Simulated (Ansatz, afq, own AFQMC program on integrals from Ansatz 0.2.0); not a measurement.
## Where AFQMC and coupled cluster stand for SiH4, singlet

```yaml
atoms:
  - { symbol: H, position_ang: [-2.4258, 0.0549, 0.0000] }
  - { symbol: H, position_ang: [-1.4918, 0.0549, 0.0000] }
  - { symbol: Si, position_ang: [0.0902, 0.0549, 0.0000] }
  - { symbol: H, position_ang: [0.7024, -0.8194, 1.0900] }
  - { symbol: H, position_ang: [0.7024, -0.8194, -1.0900] }
```

Basis cc-pVTZ. Only valence electrons are correlated. AFQMC by an in-house program on the Cholesky factors that Ansatz 0.2.0 writes for its CCSD(T) run. ph-AFQMC/CISD is guided by a CISD state made of CCSD amplitudes; releasing the constraint for a short imaginary time cuts its bias at the price of noise, slowly where states lie close. Error bars are statistical, one sigma.

Determinant: RHF, the one that the program's search chose, which needn't be the lowest solution. The geometry is a point of a scan.

No full CI on the walks' own integrals is used here; CCSDT(Q) serves as the reference and is uncertain by about the last step of the cluster series.

Cautions: higher spins were not checked; restricted determinant unstable towards unrestricted (UHF 414 meV lower, ⟨S²⟩ 0.71); released walk and highest rung disagree (by 12 meV at 2.40 1/Eh).

The T1 diagnostic is 0.0199 and the weight of the determinant in the CISD state is 0.865. The size of the correlated space is 8 electrons in 85 orbitals.

| level | correlation energy (eV) |
| --- | --- |
| MP2 | -4.2871 |
| CCSD | -5.2649 |
| CCSD(T) | -5.4463 |

Q: Estimate where AFQMC with the constraint released lies against CCSD(T) on the same integrals.

A: 3.0 ± 0.2 kJ/mol below CCSD(T).

Reference: CCSDT(Q), correlation energy -5.490 eV. The released energy is read at 2.40 1/Eh (meV from the phaseless value at times in 1/Eh: -6 ± 4 at 0.24, -9 ± 3 at 0.51, -12 ± 4 at 0.99, -16 ± 3 at 1.62, -9.2 ± 2.3 at 2.40).

```
         level  E − E(reference) (kJ/mol)  share of correlation (%)
       CCSD(T)                        4.2                     99.20
         CCSDT                        0.9                     99.83
   ph-AFQMC/HF                  2.6 ± 2.1                     99.51
 ph-AFQMC/CISD                  2.1 ± 0.4                     99.61
released AFQMC                  1.2 ± 0.2                     99.77
```

A walk keeps the symmetry of its determinant, which the program's search chose and which needn't be the lowest solution, so a lower state of the same spin and another symmetry isn't excluded. Released energies are given only where the last usable release times agree within the noise; a slower fall can still hide under it.
